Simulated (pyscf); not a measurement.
# Substitution at Si: SiH₄ (SMILES [SiH4]) + Br• (SMILES [Br]) -> H₃Si–Br (SMILES [SiH3]Br) + H• (SMILES [H])

Gas phase, doublet surface, charge 0. Bonds broken: Si1–H2. Bonds formed: Si1–Br6. PySCF, gas phase, ωB97X-D3(BJ)/def2-SVP geometries. MP2 and CC: frozen core, UHF for open shells. ΔMP2 is the change of the MP2 total energy from the triple- to the quadruple-zeta basis.

Transition state (Å):

```xyz
6

Si     0.4143     0.3892    -0.0980
H      0.4182     0.7751    -1.6268
H      1.1231     1.5750     0.4376
H     -1.0742     0.4737    -0.5876
H      1.1882    -0.8717    -0.1810
Br    -0.9125    -0.1276     1.8089
```

One imaginary mode, 607i cm⁻¹; descent along it reached the two sides named.

```csv
bond,change,reactant side (Å),saddle,product side
Si1–H2,breaks,1.491,1.577,4.9
Si1–Br6,forms,3.3,2.380,2.221
```

Electronic energies relative to the separated reactants (eV):

| level | barrier | reaction energy | reverse barrier |
|---|---|---|---|
| ωB97X-D3(BJ)/def2-TZVP | 0.29 | -0.16 | 0.45 |
| PBE/def2-TZVP | -0.09 | -0.17 | 0.08 |
| r²SCAN/def2-TZVP | -0.04 | -0.14 | 0.10 |
| B3LYP-D3(BJ)/def2-TZVP | 0.26 | +0.08 | 0.18 |
| PBE0-D3(BJ)/def2-TZVP | 0.08 | -0.17 | 0.25 |
| M06-2X/def2-TZVP | 0.43 | -0.02 | 0.45 |
| ωB97M-D3(BJ)/def2-TZVP | 0.48 | +0.04 | 0.43 |
| HF/def2-TZVP | 1.44 | +0.20 | 1.25 |
| MP2/def2-QZVPP | 0.37 | -0.35 | 0.72 |
| CCSD/def2-TZVPP | 0.71 | +0.12 | 0.59 |
| CCSD(T)/def2-TZVPP | 0.56 | +0.04 | 0.53 |
| CCSD(T)/def2-TZVPP + ΔMP2(QZVPP) | 0.46 | -0.05 | 0.51 |

With CCSD(T)/def2-TZVPP + ΔMP2(QZVPP) energies and thermal terms (ideal gas, 1 atm, RRHO with modes under 100 cm⁻¹ raised to 100, one conformer, R ln 2 for rigid chiral ones), in eV:

```csv
T (K),ΔH‡,ΔG‡,ΔH,ΔG
298,0.35,0.61,-0.18,-0.19
600,0.35,0.88,-0.15,-0.21
900,0.35,1.15,-0.13,-0.25
1200,0.35,1.41,-0.11,-0.29
```

At PBE, r²SCAN the saddle lies under the separated reactants, which points to a path from their complex (located at ωB97X-D3(BJ) alone). One saddle was located; it need not be the lowest between these sides. The angle at the attacked Si is 146°. The CCSD(T) − MP2 part came from Ansatz, without density fitting, on the same reference. The frozen core leaves the outer d or s,p core shells of the metals and heavy elements correlated in the MP2 and CC values, and def2-TZVPP describes them poorly, which can shift differences by a few kcal/mol. Left out: orbital degeneracy and the spin-orbit lowering of Br, which is large for Br, Se, Te and I. Elements up to Kr have no core potential and no relativistic terms here.
